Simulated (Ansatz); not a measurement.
The parent structure is GaAs in the zinc blende structure (space group F-43m, No. 216).

```
GaAs
1.0
    0.00000     2.82944     2.82944
    2.82944     0.00000     2.82944
    2.82944     2.82944     0.00000
As Ga
1 1
Cartesian
  4.24416   4.24416   4.24416
  0.00000   0.00000   0.00000
```

Levels (all Ansatz, a program for electronic structure, PAW): PBEsol (420 eV, without spin-orbit coupling); r2SCAN (500 eV, scalar-relativistic without spin-orbit coupling); HSE06 (420 eV, scalar-relativistic without spin-orbit coupling).

Levels that relaxed their own cell: PBEsol.

```tsv
level	band gap	lattice parameter a	electron mass at Γ
PBEsol	0.42 eV	5.659 Å	0.025 mₑ
r2SCAN	0.99 eV	–	0.052 mₑ
HSE06	1.40 eV	–	–
```

**Question.** From these computed values, estimate the measured ones, and say how each level misses.

**Answer.** Measured: band gap 1.57 eV (static lattice; corrected from measurement; as listed in Wei Chen et al., Physical Review Materials (2018)); lattice parameter a 5.64 Å (static lattice; corrected from measurement; as listed in Daniel Mejia-Rodriguez, S. B. Trickey, Phys. Rev. B (2018)); electron mass at Γ 0.066 mₑ (temperature not stated; as listed in Magdalena Laurien, Oleg Rubel, Phys. Rev. B (2022)). Computed minus measured — band gap: PBEsol -1.15 eV, r2SCAN -0.58 eV, HSE06 -0.17 eV (closest: HSE06); lattice parameter a: PBEsol +0.3 %; electron mass at Γ: PBEsol -62 %, r2SCAN -21 % (closest: r2SCAN). Measured values not marked as corrected hold thermal and zero-point effects that the static-lattice runs lack. A measured gap can be an optical one, lowered by exciton binding. Levels without spin-orbit coupling miss its lowering of the gap, often about a third of the valence-band splitting.

Single points use the geometry relaxed with PBEsol. Effective masses come from finite differences of ±0.01 Å⁻¹. Stability against distortions was not tested.
